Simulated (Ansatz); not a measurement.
BH5OSi+: structure from calculated spectroscopic constants

These gas-phase data were calculated for one isomer of BH5OSi+ at r2SCAN-D4/def2-SVP (harmonic, unscaled wavenumbers; equilibrium rotational constants with average atomic masses):

| Quantity | Value |
| --- | --- |
| rotational constants | 36.15, 5.331, 4.935 GHz |
| all wavenumbers above 1500 cm⁻¹ | 3552, 2727, 2355, 2348, 2301 |

Candidates:

(1) the doublet with the links of `[OH2+]B[SiH2]`
(2) the doublet with the links of `[BH][OH+][SiH3]`
(3) the doublet with the links of `B[OH+][SiH2]`

**Question.** Which candidate do the data belong to?

**Answer.** Candidate (2). 1 mode lies between 3300 and 4000 cm⁻¹, one for each O–H bond, while (1) has 2. 3 modes lie between 2000 and 2380 cm⁻¹, one for each Si–H bond, while (3) has 2.

The same quantities for all candidates:

```
     rotational constants (GHz)         wavenumbers above 1500 cm⁻¹  E above the lowest, r2SCAN-D4/def2-SVP (kcal/mol)
(1)         37.79, 4.414, 3.952  3763, 3664, 2727, 2324, 2274, 1611                                               10.5
(2)         36.15, 5.331, 4.935        3552, 2727, 2355, 2348, 2301                                               16.2
(3)         37.33, 5.265, 4.699        3673, 2831, 2668, 2301, 2237                                                0.0
```

Each candidate is one conformer. Open shells are spin-unrestricted. Programs: Ansatz 0.2.0.
